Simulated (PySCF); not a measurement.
**Si: electron affinity**

Si⁻ [Ne] 3s2 3p3 (4S) → Si [Ne] 3s2 3p2 (3P), as a difference of total energies. Computed with PySCF 2.14 in aug-cc-pwCVTZ (8s7p5d3f, 75 functions), with the non-relativistic Hamiltonian (point nucleus). Correlated levels: valence: [Ne] frozen. The calculations carry no spin-orbit coupling.

```
           method  electron affinity (eV)
              UHF                   0.852
    MP2 (valence)                   1.389
SCS-MP2 (valence)                   1.208
   CCSD (valence)                   1.327
CCSD(T) (valence)                   1.387
```

How much does correlation contribute at CCSD(T) (valence)?

1.387 − (0.852) = 0.535 eV, measured against UHF.

A first-order spin-orbit estimate (lowest level to lowest level, LS coupling) adds -0.016 eV.

Errors of the correlated levels include the incompleteness of this basis and the frozen core.

For comparison: 1.390 eV (measured; photodetachment measurements, as compiled on the Wikipedia data page of electron affinities).
